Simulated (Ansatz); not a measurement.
C2H2F2 can be A, `F/C=C/F`, or B, `F/C=C\F`.

Gas-phase electronic energies from Ansatz, PBE0-D4/def2-TZVP geometries. CCSD(T)/CBS is the MP2 limit (def2-TZVPP, def2-QZVPP) plus CCSD(T) − MP2 in def2-TZVPP, frozen cores. Double bonds are as drawn, so ΔE can hold a change between cis and trans. DFT in def2-TZVPP. B3LYP here is the variant with VWN-RPA as its local correlation; programs differ in this.

**Question.** Which isomer does CCSD(T)/CBS put lower? Give the gap. (Best estimate.)

**Answer.** The calculation gave: B, by 1.0 kcal/mol.

**Question.** Give E(B) − E(A) in kcal/mol with B3LYP-D4, ωB97M-V, PBE0-D4, r2SCAN-D4, CCSD(T)/def2-SVP, HF/def2-TZVPP, B3LYP. (Best estimate.)

**Answer.** Computed: B3LYP-D4 -0.8, ωB97M-V -0.6, PBE0-D4 -0.9, r2SCAN-D4 -1.0, CCSD(T)/def2-SVP 0.2, HF/def2-TZVPP -0.8, B3LYP -0.7. The order is the other way round with CCSD(T)/def2-SVP.

**Question.** Does the order hold for the free energy at 298.15 K (harmonic terms from PBE0-D4)? (An estimate is asked.)

**Answer.** Computed: Yes: G(B) − G(A) = -0.9 kcal/mol.

Largest T1 diagnostic: 0.013.

At CCSD(T), def2-SVP lies +1.1 kcal/mol from the extrapolated value and def2-TZVPP +0.2 kcal/mol. Leaving LDA and LC-ωPBE aside and taking each functional with its dispersion term where it has one, the values, not all of them listed here, spread over 0.4 kcal/mol, from B97M-V to ωB97M-V.
